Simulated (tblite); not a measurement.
Species: C₃H₃FO (charge +1 and doublet state).
Cartesian coordinates in Å at the GFN2-xTB level; atoms count from 1:
```
atom  x, y, z in Å
C1    -1.0878   -0.5878   -0.1240
C2    -0.2340    0.3687    0.2049
F3    -0.5310    1.5041    0.7841
C4     1.2516    0.2124   -0.0835
O5     1.8078   -0.6827   -0.5839
H6    -2.1470   -0.4393    0.0960
H7    -0.8060   -1.5143   -0.6014
H8     1.7555    1.1484    0.2832
```

Level: GFN2-xTB in tblite, geometry and Hessian alike; calculated harmonic values, unscaled, isolated species. The method is semi-empirical: single wavenumbers can be off by several per cent or more. One conformer, not necessarily the lowest. Open shells enter through the occupations alone, without spin polarisation, and single modes of such species can be off by tens of per cent. The optimisation stopped once no atom felt more than 0.01 eV/Å.

Lowest wavenumbers of the output (negative numbers stand for imaginary wavenumbers):
```
mode    cm-1
  1    -163.1
  2     173.9
  3     270.2
  4     425.6
  5     450.0
  6     511.6
  7     723.5
  8     782.4
  9     876.0
 10     900.7
```

Question: Is this structure a minimum?

Answer: No. 1 mode is imaginary beyond 20i (163i cm⁻¹), so at this level the point lies at or near a first-order saddle.

Question: Which atoms move in the imaginary mode?

Answer: 163i: H6 (hydrogen on carbon) 59 %, H7 (hydrogen on carbon) 19 %, H8 (hydrogen on carbon) 12 %. These are shares of the mass-weighted motion.

Question: What is the remedy?

Answer: Step along that mode in both directions, optimise again with tighter thresholds and repeat the frequencies. The zero-point energy of this point (29.6 kcal/mol) counts the 17 real modes alone, and thermal corrections from it aren't those of a minimum.
